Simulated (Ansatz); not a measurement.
Relaxation of CH$_{9}$AlSi (12 atoms, charge 0, multiplicity 1), to a largest force component of 0.03 eV/Å in at most 50 steps.

Computed with UHF/def2-SVP in Ansatz.

```xyz
12
Properties=species:S:1:pos:R:3
Al -0.943 0.073 -1.460
C 0.946 0.620 -1.396
H -1.355 -1.377 -1.947
H -2.094 1.094 -1.078
H -0.012 -0.326 0.581
Si -0.119 -0.527 2.013
H 1.288 1.070 -2.340
H 1.604 -0.236 -1.207
H 1.125 1.368 -0.615
H 1.252 -0.551 2.568
H -0.806 -1.806 2.294
H -0.886 0.600 2.588
```

Problem. Where does it end, and by what steps?

Solution. It converged. After 7 steps the energy has fallen by 0.218 eV; H5 moved furthest, 0.55 Å.

```tsv
step	energy less start (eV)	largest force component (eV/Å)	accepted
0	0.0000	0.889	yes
1	-0.1419	0.237	yes
2	-0.1817	0.128	yes
3	-0.2034	0.366	yes
4	-0.2144	0.155	yes
5	-0.2169	0.067	yes
6	-0.2110	0.250	no
7	-0.2179	0.014	yes
```

```xyz
12
Properties=species:S:1:pos:R:3
Al -0.787 0.134 -1.530
C 1.067 0.760 -1.755
H -1.196 -1.343 -1.934
H -1.928 1.138 -1.075
H -0.392 -0.575 0.886
Si -0.297 -0.674 2.367
H 1.214 1.145 -2.772
H 1.797 -0.041 -1.613
H 1.319 1.576 -1.071
H 1.133 -0.665 2.743
H -0.934 -1.939 2.792
H -0.995 0.484 2.964
```

Whether the end is a true minimum wasn't checked by a vibrational analysis.

Time of the run: 7.9 s on 2 threads of Arm Neoverse V2 (shared host), peak memory 0.2 GiB.
